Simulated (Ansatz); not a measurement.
hcp Os was calculated with r²SCAN+rVV10 (Ansatz, an electronic-structure program, plane waves, PAW).

Numerical settings: plane-wave cutoff 560 eV, 24×24×14 k mesh (along the axes of the cell as run), Fermi–Dirac smearing 0.05 eV, no spin polarisation, scalar-relativistic PAW data made under PBE.

Shape and atoms are relaxed at each volume.

Pressure at four volumes; x = ln(V/13.915 Å³). One pressure is withheld.

```
V (Å³/atom)        x  P (GPa)
-----------  -------  -------
13.358       -0.0409        ?
13.636       -0.0203     9.29
13.915        0.0000     0.00
14.471        0.0392   -15.66
```

Task: Pass a parabola P(x) through the three rows shown, estimate the bulk modulus and its pressure derivative near zero pressure, and predict the withheld pressure.

Result: Slopes between the rows: (0.00 − (9.29))/(0.0000 − (-0.0203)) = -457.64 and (-15.66 − (0.00))/(0.0392 − (0.0000)) = -399.49 GPa. Their difference over the span 0.0595 is c = 58.15/0.0595 = 977.3 GPa, so P(x) = 9.29 + (-457.64)(x − (-0.0203)) + 977.3 (x − (-0.0203))(x − (0.0000)). At the middle row B = −dP/dx = −[-457.64 + 977.3 × 0.0203] = 437.8 GPa, and B′ = dB/dP = 2c/B = 4.5. At x = -0.0409 the parabola gives 19.54 GPa; the run gives 19.70 GPa. The Birch–Murnaghan fit to the energies at all volumes has B0 = 438 GPa and B′ = 4.7.

Measured, for comparison: bulk modulus 425 GPa (zero-point energy and finite temperature contributions removed; as tabulated in doi:10.1021/acs.jctc.3c00612). Computed (rounded) less measured: bulk modulus +3 %.

Note: the bulk modulus comes from volumes at which shape and atoms were relaxed.

Spin–orbit coupling is not included.
